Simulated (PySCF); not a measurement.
Geometry (Å), atoms numbered from 1 in this order:
```xyz
4

Si   -0.033    0.010   -0.190
S     1.351   -0.538   -1.431
H    -0.426    1.416    0.083
H    -0.854   -0.915    0.631
```

Geometry: PBE0-D3(BJ)/def2-TZVP; GIAO shifts from PySCF, gas phase, non-relativistic, averaged over equivalent atoms.

At B97-2/pcSseg-2 (114 basis functions, 2.6 s wall time on 1 thread of an Intel Xeon Platinum 8375C, shared host):
```json
{"atoms": "Si1", "δ (ppm)": "154.9"}
{"atoms": "S2", "δ (ppm)": "358.4"}
{"atoms": "H3/H4", "δ (ppm)": "7.24"}
```

References, each an isolated molecule treated in the same way: TMS for 29Si (σref 348.46), 1H (σref 31.64); 33S (σref 517.10) against CS2.

Q: What do these become at KT3/pcSseg-2?

A: 
| atoms | δ at KT3/pcSseg-2 | change |
| --- | --- | --- |
| Si1 | 135.4 | -19.5 |
| S2 | 366.5 | +8.1 |
| H3/H4 | 7.32 | +0.08 |

Scale: TMS for 29Si (σref 359.36) and 1H (σref 31.63); CS2 for 33S (σref 535.12) (reference shieldings calculated alike).

The largest change is at Si1 (silicon bonded to S, 2 H). Cost: 114 basis functions, 3.8 s wall time on 1 thread of an Intel Xeon Platinum 8375C, shared host.
